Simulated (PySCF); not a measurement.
Simulated absorption spectrum

Species: formaldoxime, CH3NO.
SMILES: `C=NO`

Method: PySCF 2.14.0, density-fitted response routines, TDDFT CAM-B3LYP/aug-cc-pVTZ, vertical, gas phase, core orbitals frozen in the response. Geometry: PBE0-D3(BJ)/def2-TZVP, one conformer, isolated molecule. Torsions of this conformer, `[CH2:1]=[N:2][OH:3]`: H–O3–N2–C1 180°.

Computed states:

| state | E (eV) | f |
| --- | --- | --- |
| S1 | 5.89 | 0.0007 |
| S2 | 6.70 | 0.0003 |
| S3 | 6.77 | 0.177 |
| S4 | 7.20 | 0.0058 |
| S5 | 7.44 | 0.018 |
| S6 | 7.93 | 0.0081 |
| S7 | 7.99 | 0.015 |
| S8 | 8.37 | 0.090 |
| S9 | 8.42 | 0.0030 |
| S10 | 8.68 | 0.0073 |

Broadening: Gaussians 0.5 eV wide at half height, area fixed by f = 4.319×10⁻⁹ ∫ε dν̃. The width is an assumption, not a result. The curve ends short of the highest state used, and states not computed would add to its high-energy end.

Problem. Give the broadened spectrum and its maxima.

Solution. 
E (eV), ε (L mol⁻¹ cm⁻¹) and a bar:
```
     5.14          0 
     5.22          0 
     5.31          1 
     5.39          2 
     5.48          6 
     5.56         11 
     5.64         19 
     5.73         28 
     5.81         35 
     5.90         40 
     5.98         44 
     6.06         65 
     6.15        160 #
     6.23        406 #
     6.32       1060 ###
     6.40       2171 #######
     6.48       3869 ############
     6.57       6263 ####################
     6.65       8269 ##########################
     6.74       9553 ##############################
     6.82       9365 #############################
     6.90       8019 #########################
     6.99       5801 ##################
     7.07       3921 ############
     7.16       2433 ########
     7.24       1726 #####
     7.32       1418 ####
     7.41       1278 ####
     7.49       1186 ####
     7.58       1085 ###
     7.66       1052 ###
     7.74       1132 ####
     7.83       1379 ####
     7.91       1735 #####
     8.00       2304 #######
     8.08       2996 #########
```

Maxima: 183 nm (6.77 eV), ε about 9600, made up of S3 (99%) (ε in L mol⁻¹ cm⁻¹; maxima over ε = 5, shares over 10%). At its high-energy end, 8.08 eV, the curve is still rising (ε about 3000, from S6, S7 and S8).

Problem. Coming from long wavelengths, where does ε first pass 100 L mol⁻¹ cm⁻¹?

Solution. At about 203 nm (6.11 eV), 0.22 eV above S1.

Problem. Does any computed singlet lie in the visible range?

Solution. No computed singlet lies in the visible range (380 to 750 nm); the lowest, at 210 nm, stands 2.63 eV above its violet end (3.26 eV).

Problem. What would ε be at 6.77 eV, the highest of these maxima, with half the width (0.25 eV)?

Solution. About 19200 L mol⁻¹ cm⁻¹ against 9640, a factor of about 1.99; a lone state at its own centre would give exactly 2.
